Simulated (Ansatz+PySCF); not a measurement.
Values are calculated unless marked as measured or tabulated.
**Several solutions for triplet C2H6 in separate pieces**

```tsv
atom	x (Å)	y (Å)	z (Å)
C	0.0000	0.0000	0.0000
H	1.0903	0.0000	0.0000
H	-0.5452	0.9443	0.0000
H	-0.5452	-0.9443	0.0000
C	10.0000	0.0000	0.0000
H	11.0903	0.0000	0.0000
H	9.4548	0.9443	0.0000
H	9.4548	-0.9443	0.0000
```

Basis set: cc-pVDZ (spherical functions). Charge 0, multiplicity 3.

CASSCF(4,4) was run from several starts with Ansatz (development build ahead of 0.2.0) and PySCF 2.14.0. The starts are those of the Hartree–Fock orbitals from which the active space was taken at the frontier.

```csv
run,program,start,converged,energy (hartree),<S²>
A,Ansatz,"atomic start, no search",yes,-79.13550,2.00
B,Ansatz,stability test followed,yes,-79.13550,2.00
C,Ansatz,search for the lowest state,yes,-79.13550,2.00
D,PySCF,program defaults,yes,-79.11880,2.00
```

Q: Which runs reached the lowest solution of this kind, and what is wrong with the others?

A: A, B, C reached the lowest solution found. Converged but too high: D by 0.45 eV. Convergence only shows a stationary point; in CASSCF the end hangs on which orbitals enter the active space. Caution: other starts end on other solutions of this active space.
